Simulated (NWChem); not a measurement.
System: OH, doublet; SMILES [OH]

Here is an NWChem input.

```
start job
memory heap 200 mb stack 900 mb global 1100 mb
geometry units angstroms noautosym nocenter noautoz
  O      0.000000     0.000000    -0.120175
  H      0.000000     0.000000     0.869454
end
basis spherical
  O library sto-3g
  H library sto-3g
end
dft
  odft
  mult 2
  xc b3lyp
  iterations 150
end
cosmo
  do_cosmo_smd true
  solvent water
end
task dft energy
```

Output (shortened):

```
             Northwest Computational Chemistry Package (NWChem) 7.3.0
             --------------------------------------------------------

                             Geometry "geometry" -> ""
                             -------------------------

 Output coordinates in angstroms (scale by  1.889725989 to convert to a.u.)

  No.       Tag          Charge          X              Y              Z
 ---- ---------------- ---------- -------------- -------------- --------------
    1 O                    8.0000     0.00000000     0.00000000    -0.12017500
    2 H                    1.0000     0.00000000     0.00000000     0.86945400

 Effective nuclear repulsion energy (a.u.)       4.2777828782

                                 NWChem DFT Module
                                 -----------------

 Summary of "ao basis" -> "ao basis" (spherical)
 ------------------------------------------------------------------------------
       Tag                 Description            Shells   Functions and Types
 ---------------- ------------------------------  ------  ---------------------
 O                           sto-3g                  3        5   2s1p
 H                           sto-3g                  1        1   1s

 in cosmo_initialize ...
 calling solv_data for solv:h2o

 solvent parameters
 solvname_short: h2o
 solvname_long:  water
 dielec:       78.4000
 dielecinf:     1.7769
 aqueous SMD model solvent descriptors
 dielec:       78.4000
 sola:          0.8200

          ---------------
          -cosmo- solvent
          ---------------
 Cosmo: York-Karplus, doi: 10.1021/jp992097l
 dielectric constant -eps-     =  78.40
 screen = (eps-1)/(eps    )    =   0.98724
 surface charge correction     = lagrangian

   van der Waals surface
 --------------------------

 ---------- ATOMIC COORDINATES (A.U.) ------------ VDWR(ANG.) --
     1    0.00000000    0.00000000   -0.22709782     1.520
     2    0.00000000    0.00000000    1.64302982     1.200
 number of segments per atom =        128
 number of   points per atom =        128
 atom (   nspa,  nppa )
 ----------------------
    1 (    104,     0 )       0
    2 (     80,     0 )       0
 number of -cosmo- surface points =      184
 molecular surface =     32.623 angstrom**2
 molecular volume  =     17.362 angstrom**3
 -lineq- algorithm             =   0
 -bem- low  level              =   3
 -bem- from -octahedral-
 gaussian surface charge width =   4.50000
 degree of switching           =   1.00000
 switching function tolerance  =   0.00010
 atomic radii =
 --------------
    1  8.000  1.520
    2  1.000  1.200
 ...... end of -cosmo- initialization ......

 nat:                     2
 ixmem:                   309
 calling mnsol_interface()
 G(SMD-CDS) energy (kcal/mol)  =     0.747
 SMD-CDS SASA (angstrom**2)    =    51.335

            General Information
            -------------------
          SCF calculation type: DFT
          Wavefunction type:  spin polarized.
          No. of atoms     :     2
          No. of electrons :     9
           Alpha electrons :     5
            Beta electrons :     4
          Charge           :     0
          Spin multiplicity:     2
          Use of symmetry is: off; symmetry adaption is: off
          Maximum number of iterations: 150
          AO basis - number of functions:     6
                     number of shells:     4
          Convergence on energy requested:  1.00D-06
          Convergence on density requested:  1.00D-05
          Convergence on gradient requested:  5.00D-04

              XC Information
              --------------
                         B3LYP Method XC Potential
                     Hartree-Fock (Exact) Exchange  0.200
                        Slater Exchange Functional  0.800 local
                    Becke 1988 Exchange Functional  0.720 non-local
              Lee-Yang-Parr Correlation Functional  0.810
                  VWN I RPA Correlation Functional  0.190 local

[...]

                                COSMO-SMD solvation results
                                ---------------------------

             internal energy in gas <Psi(g)|H|Psi(g)> =       -74.661107030302
         internal energy in solvent <Psi(s)|H|Psi(s)> =       -74.660601903734
                               delta internal energy  =         0.000505126568 (    0.32 kcal/mol)
   total free energy in solvent <Psi(s)|H+V/2|Psi(s)> =       -74.665962340898
 polarization energy contribution <Psi(s)|V/2|Psi(s)> =        -0.005360437164 (   -3.36 kcal/mol)
    total free energy in solvent including G(SMD-CDS) =       -74.664772217316
                       G(SMD-CDS) energy contribution =         0.001190123582 (    0.75 kcal/mol)
     1 M fixed-concentration free energy of solvation =        -0.003665187014 (   -2.30 kcal/mol)

                    DFT Final Alpha Molecular Orbital Analysis
                    ------------------------------------------

 Vector    3  Occ=1.000000D+00  E=-3.386919D-01
              MO Center= -5.0D-15, -1.3D-14,  5.3D-03, r^2= 7.2D-01
   Bfn.  Coefficient  Atom+Function         Bfn.  Coefficient  Atom+Function
  ----- ------------  ---------------      ----- ------------  ---------------
     5      0.688568  1 O  pz                 2     -0.512077  1 O  s
     6      0.492675  2 H  s                  1      0.104367  1 O  s

 Vector    4  Occ=1.000000D+00  E=-2.556140D-01
              MO Center=  7.8D-15, -5.0D-16, -1.2D-01, r^2= 4.2D-01
   Bfn.  Coefficient  Atom+Function         Bfn.  Coefficient  Atom+Function
  ----- ------------  ---------------      ----- ------------  ---------------
     3      0.997951  1 O  px                 4     -0.063979  1 O  py

 Vector    5  Occ=1.000000D+00  E=-1.705203D-01
              MO Center=  1.3D-15,  2.1D-14, -1.2D-01, r^2= 4.2D-01
   Bfn.  Coefficient  Atom+Function         Bfn.  Coefficient  Atom+Function
  ----- ------------  ---------------      ----- ------------  ---------------
     4      0.997951  1 O  py                 3      0.063979  1 O  px

 Vector    6  Occ=0.000000D+00  E= 3.696942D-01
              MO Center= -2.0D-16, -3.3D-17,  6.1D-01, r^2= 7.7D-01
   Bfn.  Coefficient  Atom+Function         Bfn.  Coefficient  Atom+Function
  ----- ------------  ---------------      ----- ------------  ---------------
     6      1.126961  2 H  s                  5     -0.853463  1 O  pz
     2     -0.576024  1 O  s                  1      0.087057  1 O  s

                     DFT Final Beta Molecular Orbital Analysis
                     -----------------------------------------

 Vector    2  Occ=1.000000D+00  E=-8.382957D-01
              MO Center= -3.4D-15, -6.5D-15,  1.4D-01, r^2= 5.0D-01
   Bfn.  Coefficient  Atom+Function         Bfn.  Coefficient  Atom+Function
  ----- ------------  ---------------      ----- ------------  ---------------
     2      0.859043  1 O  s                  6      0.245794  2 H  s
     1     -0.235321  1 O  s                  5      0.160918  1 O  pz

 Vector    3  Occ=1.000000D+00  E=-3.089579D-01
              MO Center= -2.2D-15, -1.5D-14, -9.1D-03, r^2= 7.3D-01
   Bfn.  Coefficient  Atom+Function         Bfn.  Coefficient  Atom+Function
  ----- ------------  ---------------      ----- ------------  ---------------
     5      0.664145  1 O  pz                 2     -0.561618  1 O  s
     6      0.506157  2 H  s                  1      0.116126  1 O  s

 Vector    4  Occ=1.000000D+00  E=-1.390890D-01
              MO Center=  1.4D-15,  2.2D-14, -1.2D-01, r^2= 4.2D-01
   Bfn.  Coefficient  Atom+Function         Bfn.  Coefficient  Atom+Function
  ----- ------------  ---------------      ----- ------------  ---------------
     4      0.997957  1 O  py                 3      0.063897  1 O  px

 Vector    5  Occ=0.000000D+00  E= 2.756087D-02
              MO Center=  4.6D-15, -2.9D-16, -1.2D-01, r^2= 4.2D-01
   Bfn.  Coefficient  Atom+Function         Bfn.  Coefficient  Atom+Function
  ----- ------------  ---------------      ----- ------------  ---------------
     3      0.997957  1 O  px                 4     -0.063897  1 O  py

 Vector    6  Occ=0.000000D+00  E= 3.894577D-01
              MO Center= -3.3D-16, -1.8D-17,  5.8D-01, r^2= 7.7D-01
   Bfn.  Coefficient  Atom+Function         Bfn.  Coefficient  Atom+Function
  ----- ------------  ---------------      ----- ------------  ---------------
     6      1.111051  2 H  s                  5     -0.871377  1 O  pz
     2     -0.587615  1 O  s                  1      0.090679  1 O  s

   alpha - beta orbital overlaps
   -----------------------------

   alpha      1      2      3      4      5      6
    beta      1      2      3      5      4      6
 overlap   1.000  0.999  0.999  1.000  1.000  0.999

     --------------------------
     Expectation value of S2:
     --------------------------
      <S2> =      0.7511 (Exact =     0.7500)

     Multipole analysis of the density
     ---------------------------------

     L   x y z        total         alpha         beta         nuclear
     -   - - -        -----         -----         ----         -------
     0   0 0 0     -0.000000     -5.000000     -4.000000      9.000000

     1   1 0 0      0.000000      0.000000      0.000000      0.000000
     1   0 1 0     -0.000000     -0.000000     -0.000000      0.000000
     1   0 0 1      0.529339      0.490679      0.212412     -0.173753

     2   2 0 0     -3.409481     -2.143303     -1.266178      0.000000
     2   1 1 0     -0.037889      0.000000     -0.037889      0.000000
     2   1 0 1     -0.000000     -0.000000     -0.000000      0.000000
     2   0 2 0     -3.998810     -2.143303     -1.855508      0.000000
     2   0 1 1      0.000000      0.000000      0.000000      0.000000
     2   0 0 2     -3.111425     -3.233288     -2.990271      3.112134
```

Level: B3LYP/STO-3G, spin-unrestricted, SMD on the gas-phase geometry. The state is orbitally degenerate and is run as one real component. Geometry: optimised at PBE0/def2-SVP, spin-unrestricted. No stability test was run on the SCF state. Solvent: water.
